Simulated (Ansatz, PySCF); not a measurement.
Wanted: the gas-phase enthalpy of formation of C1CS1 at 298 K. Reaction (SMILES): C1CS1 + 2 C (CH4) + S (H2S) → CC (C2H6) + 2 CS (CH4S) [methanethiol]; bond separation energy.

Geometries: B3LYP-D3(BJ)/def2-TZVP minima from Ansatz (a quantum-chemistry and plane-wave program). Correlated levels leave the core frozen unless marked. Open shells are spin-unrestricted. Spin-orbit coupling is left out. Non-relativistic. CBS marks a two-point X^-3 extrapolation of the correlation energy; Hartree-Fock from the larger set. [CCSD(T)-MP2]/basis is that difference in the basis named. Thermal terms are rigid-rotor harmonic-oscillator values from B3LYP-D3(BJ) frequencies (PySCF) at 298.15 K and 1 atm. 1 Eh = 627.5095 kcal/mol. PBE is always shown; the other two functionals were drawn at random. The atomisation route leaves out scalar relativity and anharmonic zero-point terms, the atoms' spin-orbit terms, and in the frozen-core level the core correlation. Atomic data: G2/97 table in ASE.

Tabulated enthalpies of formation of the partners: C (CH4) -17.8 kcal/mol, ATcT 1.112; CC (C2H6) -20.0 kcal/mol, ATcT 1.112; CS (CH4S) -5.5 kcal/mol, G2/97 table; S (H2S) -4.9 kcal/mol, G2/97 table. G2/97 and CRC values are older and not checked against later work.

| level | computed ΔH of the reaction (kcal/mol) | ΔHf by atomisation and measured atoms (kcal/mol) |
|---|---|---|
| PBE/def2-TZVPD (Ansatz) | -8.3 | 4.1 |
| r2SCAN-D4/def2-TZVPD (Ansatz + dftd4) | -9.2 | 15.8 |
| PBE0-D4/def2-TZVPD (Ansatz + dftd4) | -10.8 | 12.2 |
| RI-MP2/CBS(cc-pV(T+d)Z,cc-pV(Q+d)Z)+[CCSD(T)-MP2]/cc-pV(T+d)Z (Ansatz) | -9.4 | 18.6 |

**Question.** Derive ΔHf from the reaction at each level, and compare how far the levels part by the two routes.

**Answer.** 
The partners sum to 9.5 kcal/mol (products minus other reactants), so ΔHf = (9.5 - ΔH):
- PBE/def2-TZVPD: 17.8; errors -1.8 by the reaction, -15.5 by atomisation
- r2SCAN-D4/def2-TZVPD: 18.7; errors -0.9 by the reaction, -3.8 by atomisation
- PBE0-D4/def2-TZVPD: 20.3; errors +0.7 by the reaction, -7.4 by atomisation
- RI-MP2/CBS(cc-pV(T+d)Z,cc-pV(Q+d)Z)+[CCSD(T)-MP2]/cc-pV(T+d)Z: 18.9; errors -0.7 by the reaction, -1.0 by atomisation
All levels span 2.5 kcal/mol by the reaction and 14.5 by atomisation; without PBE they span 1.6 and 6.4. The errors are against the measured 19.6 kcal/mol (G2/97 table).
